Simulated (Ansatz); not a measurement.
# AlN (triplet): the correlation ladder at distance Al1–N2 = 1.584 Å, cc-pVDZ

Aim: climb from Hartree-Fock through coupled cluster and multireference methods for AlN (triplet) at one geometry and basis, and see what each rung misses.

The runs use Ansatz 0.2.0, Gaussian basis; cc-pVDZ, core rule «outside noble gas», up to 6 orbitals frozen.

Plan: UHF; CCSD(T) on ROHF; CCSD(T) on UHF; BCCD(T) on ROHF; CISD; CCSDT(Q) on ROHF; CCSDT(Q) on UHF; CCSDTQ on ROHF; CCSDTQ on UHF; CASSCF and MRCISD+Q, 4 electrons in 4 orbitals; CASSCF and NEVPT2, 4 electrons in 4 orbitals; CASSCF and MRCISD+Q, 8 electrons in 8 orbitals; CASSCF and MRCISD+Q(relaxed), 8 electrons in 8 orbitals; CASSCF and NEVPT2, 8 electrons in 8 orbitals; Full CI.

1 further run of the same task is left out (for a known fault of the program).

### 1 What is computed

The geometry derives from a PBE0/def2-TZVP stationary point (not a proven minimum). One bond is set to the value named and the two fragments are kept rigid.

2 atoms, charge 0, spin multiplicity 3.

Atoms are counted from 1 here; the program's logs count them from 0.

Bond lengths: Al1–N2 1.584 Å.

### 2 UHF

Input file in.yaml:

```yaml
crystal:
  periodic: [false, false, false]
  atoms:
    - {symbol: Al, position_ang: [0.000000, 0.000000, 0.000000]}
    - {symbol: N, position_ang: [0.000000, 0.000000, 1.584000]}
basis:
  gaussian: {orbitals: cc-pVDZ}
magnetization: {spin_polarized: true, initial_magnetization: 2}
hamiltonian: {xc: hf}
output: {orbitals: {seedname: orbitals}}
```

Started as:

```console
> ansatz run in.yaml --threads 1 --pin off --events-out ev --progress --plain --max-ram 8192MiB --backend cpu
```

The runs that follow: CCSD(T) on ROHF; CCSD(T) on UHF; BCCD(T) on ROHF; CISD; CCSDT(Q) on ROHF; CCSDT(Q) on UHF; CCSDTQ on ROHF; CCSDTQ on UHF; CASSCF and MRCISD+Q, 4 electrons in 4 orbitals; CASSCF and NEVPT2, 4 electrons in 4 orbitals; CASSCF and MRCISD+Q, 8 electrons in 8 orbitals; CASSCF and MRCISD+Q(relaxed), 8 electrons in 8 orbitals; CASSCF and NEVPT2, 8 electrons in 8 orbitals; Full CI.

Before running them: what should the planned runs give, taken together? Wanted: FCI below the RHF energy; RMP2 from FCI; UMP2 from FCI; RCCSD from FCI; RCCSD(T) from FCI; UCCSD(T) from FCI; RCCSDT(Q) from FCI; UCCSDT(Q) from FCI; NEVPT2 valence from FCI.

**Answer**, as computed:

| quantity | value |
| --- | --- |
| FCI below the RHF energy | -5.4383 eV |
| RMP2 from FCI | +1289.7 meV |
| UMP2 from FCI | +1220.9 meV |
| RCCSD from FCI | +257.8 meV |
| RCCSD(T) from FCI | +78.0 meV |
| UCCSD(T) from FCI | +78.5 meV |
| RCCSDT(Q) from FCI | -2.2 meV |
| UCCSDT(Q) from FCI | -2.9 meV |
| NEVPT2 valence from FCI | +748.6 meV |
| MRCISD+Q valence from FCI | +51.0 meV |
| MRCISD+Q(relaxed) valence from FCI | -17.6 meV |
| levels within 1 kcal/mol (43 meV) | RCCSDT, UCCSDT, RCCSDT(Q), UCCSDT(Q), RCCSDTQ, UCCSDTQ, MRCISD+Q(relaxed) valence |
| T1 diagnostic | 0.090 |
| effectively unpaired electrons | 2.12 |

What this shows: RCCSD(T) lands +78.0 meV from the yardstick (1.4 % of the correlation energy). RCCSDT(Q), UCCSDT(Q), MRCISD+Q(relaxed) valence fall below full CI: unrestricted runs freeze a spin-polarised core, another one than full CI's, and coupled cluster isn't variational. The occupations are near whole numbers, but T1 = 0.090 shows that the orbitals relax strongly. Of the multireference levels listed MRCISD+Q(relaxed) valence comes nearest in total energy (-17.6 meV), which doesn't show that its space is the better one. Coupled cluster took another determinant than the lowest Hartree-Fock one. These misses are within one basis, not against nature; the frozen cores of restricted and unrestricted runs differ, which can shift their rows.
